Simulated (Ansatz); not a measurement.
A CCSD(T) single point on C$_{4}$H$_{5}$FO, SMILES `C#CCOCF`.

```yaml
crystal:
  periodic: [false, false, false]
  atoms:
    - {symbol: C, position_ang: [-2.182649, -0.828198, 0.380864]}
    - {symbol: C, position_ang: [-1.140770, -0.712824, -0.202617]}
    - {symbol: C, position_ang: [0.125611, -0.563016, -0.908519]}
    - {symbol: O, position_ang: [1.227449, -0.340685, -0.041683]}
    - {symbol: C, position_ang: [1.174126, 0.836676, 0.656087]}
    - {symbol: F, position_ang: [1.356076, 1.916028, -0.187091]}
    - {symbol: H, position_ang: [-3.108337, -0.937045, 0.895402]}
    - {symbol: H, position_ang: [0.359364, -1.481123, -1.450205]}
    - {symbol: H, position_ang: [0.048294, 0.248115, -1.640488]}
    - {symbol: H, position_ang: [1.999654, 0.822949, 1.368668]}
    - {symbol: H, position_ang: [0.206485, 0.982221, 1.150181]}
basis:
  gaussian: {orbitals: def2-TZVPP}
correlation: {method: ccsd_t}
```

```sh
$ ansatz run in.yaml --threads 4 --pin off --events-out ev --progress --plain --max-ram 10444MiB
```

Log, shortened:

```
Functional definition: HF
1573 factors; integrals over basis functions are off by at most 9.4e-4 eV
mean field evaluation 1: about -8941.5520 eV, gradient 3.8e1 eV
mean field evaluation 2: about -8941.9479 eV, gradient 3.8e1 eV
mean field evaluation 4: about -8945.3256 eV, gradient 4.6e0 eV
mean field evaluation 8: about -8945.3819 eV, gradient 2.2e-1 eV
mean field -8945.38208858 eV, -328.7367283576 hartree, gradient 1.9e-6 eV, S^2 0.000000; 0 other end points of the search recorded, 0 dependent functions left out
6 core orbitals not correlated: weight in the atoms' cores, before any rotation towards them, 1.000 or more for the frozen orbitals, at most 0.000 for the correlated occupied ones
reference -8945.38208858 eV, -328.7367283576 hartree; 17, 17 occupied and 233, 233 virtual orbitals, 1573 factors
second order -30.44220026 eV of doubles, -0.00000000 eV of singles
cycle   1  -30.26250284 eV  change    1.8e-1 eV  update   1.2e-1
cycle   2  -31.00718728 eV  change   -7.4e-1 eV  update   3.5e-2
cycle   3  -31.17526862 eV  change   -1.7e-1 eV  update   1.7e-2
cycle   4  -31.16432873 eV  change    1.1e-2 eV  update   4.6e-3
cycle   5  -31.16514618 eV  change   -8.2e-4 eV  update   2.1e-3
cycle   6  -31.16723973 eV  change   -2.1e-3 eV  update   5.9e-4
cycle   7  -31.16717456 eV  change    6.5e-5 eV  update   2.2e-4
cycle   8  -31.16705494 eV  change    1.2e-4 eV  update   6.6e-5
cycle   9  -31.16707852 eV  change   -2.4e-5 eV  update   2.6e-5
perturbative correction -1.28728719 eV, -0.0473069316 hartree
Total energy: -8977.83645429 eV, -329.9294042991 hartree
```

Run time 4.1 min (4 threads of an Arm Neoverse V1 on a shared host); peak host memory 6.4 GiB.

The correlation energy is -32.454 eV, 4.0 % of it from (T); the T1 diagnostic reads 0.0122.
